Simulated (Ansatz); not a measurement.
A made-up structure of CH6NSi (charge -1), closed shell:

C1  (0.387, -0.246, -0.347)
N2  (-0.403, 0.854, -0.826)
Si3  (-0.334, -1.302, 0.953)
H4  (-1.355, 0.525, -0.990)
H5  (-0.052, 1.227, -1.708)
H6  (-0.482, 1.643, -0.184)
H7  (1.381, 0.068, -0.154)
H8  (0.848, -2.292, 1.046)
H9  (0.105, -0.536, 2.246)
(Å)

It is relaxed with PBE-D4/def2-SVPD and then PBE0-D4/def2-TZVPD (Ansatz 0.2.0). Atoms count as bonded within 1.22 times the sum of their covalent radii (H–H: 0.88 Å). The end point is not checked to be a true minimum.

Q: Does its bonding change? (A judgement: the text doesn't fix the answer.)

A: The calculation gives: No: no bond forms or breaks.

Where it ends: The first stage lowers the energy by 0.55 eV in 11 steps. It ends as CH₆NSi ([NH3][CH][SiH2]), total charge -1:
C1  (0.684, -0.051, -0.260)
N2  (-0.383, 0.825, -0.910)
Si3  (-0.221, -1.078, 1.005)
H4  (-1.270, 0.304, -0.732)
H5  (-0.246, 0.946, -1.910)
H6  (-0.527, 1.765, -0.497)
H7  (1.454, 0.638, 0.103)
H8  (0.185, -2.544, 0.848)
H9  (0.419, -0.865, 2.390)
(Å)

Labels in which every atom is bracketed show which atoms are joined, not bond orders.

For scale, one of the runs: PBE0-D4/def2-TZVPD relaxation, 171 basis functions, launched by `ansatz run in.yaml --threads 2 --pin off --events-out ev --progress --plain --max-ram 4352MiB`. Hardware: 2 CPU threads of an Arm Neoverse V2, shared host. Wall time about 33 s.
